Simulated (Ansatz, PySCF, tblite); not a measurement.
Potential energy curve for HCl, singlet.

Computed with: RMP2/3-21G = restricted MP2 (frozen core)/3-21G (PySCF); RCCSDTQ = CCSDTQ on RHF/cc-pVDZ, frozen core (Ansatz, an electronic-structure program); UCCSDT = CCSDT on UHF/cc-pVDZ, frozen core run with Ansatz; RKS-B3LYP = restricted B3LYP/cc-pVDZ (Ansatz); GFN2-xTB, 300 K electronic temperature (tblite).

Energies are in eV, each relative to the lowest point of its own curve near equilibrium.

```
R / Å  RMP2/3-21G  RCCSDTQ  UCCSDT  RKS-B3LYP  GFN2-xTB
-----  ----------  -------  ------  ---------  --------
0.94        4.192    4.116   4.115      4.096     3.146
1.01        2.334    2.257   2.256      2.260       ___
1.09        1.050    0.971   0.970      0.987     0.615
1.15        0.491    0.420   0.420      0.437     0.243
1.21        0.173    0.121   0.121      0.132       ___
1.25        0.060    0.027   0.027      0.032     0.009
1.28        0.016    0.000   0.000      0.000     0.000
1.32        0.000    0.012   0.012        ___       ___
1.35        0.015    0.051   0.051        ___     0.053
1.39        0.064    0.134   0.135      0.110     0.118
1.50        0.318    0.494   0.496      0.446     0.384
1.56        0.504    0.740   0.742      0.681     0.566
1.72        1.080    1.453   1.457      1.387     1.115
1.92        1.852    2.301   2.308      2.283     1.836
2.14        2.658    3.043   3.054      3.169     2.571
2.32        3.237        —       —      3.786     3.086
2.60        3.948        —       —      4.558     3.712
2.81        4.321        —       —      5.006     4.050
3.10        4.623        —       —      5.476     4.355
3.47        4.695        —       —      5.889         —
3.86        4.485        —       —        ___         —
4.48        3.796        —       —      6.410         —
5.04        3.008        —       —      6.520         —
```

Question: Some entries are withheld; supply them.

Answer: 
- 1.01, GFN2-xTB: 1.579
- 1.21, GFN2-xTB: 0.059
- 1.32, RKS-B3LYP: 0.004
- 1.32, GFN2-xTB: 0.019
- 1.35, RKS-B3LYP: 0.036
- 3.86, RKS-B3LYP: 6.167

Dashes: no converged value, or the column stops at the first point that the program doubted or that broke a chosen test of continuity, which isn't proof of a fault.

The restricted form behind RMP2/3-21G, RKS-B3LYP keeps the bonding electrons paired and can't separate into open-shell fragments. The T1 diagnostic of CCSD on the restricted reference of RCCSDTQ exceeds 0.045 at 2.81 to 5.04 Å. The unrestricted determinant behind UCCSDT is spin-contaminated at 1.92 to 5.04 Å (<S²> up to 1.0, against 0.00 for a pure singlet).
